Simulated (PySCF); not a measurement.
An element was calculated at r2SCAN (PySCF 2.14, spin-free X2C, a triple-zeta basis, no spin-orbit coupling), in the ground configurations that NIST lists.

| Quantity | Value |
| --- | --- |
| first ionisation energy | 10.616 eV |
| second ionisation energy | 19.926 eV |
| third ionisation energy | 30.359 eV |

Which element is it?

Phosphorus (P, Z = 15), in x2c-TZVPPall. NIST lists 10.487, 19.769, 30.203 eV for these ionisation energies.
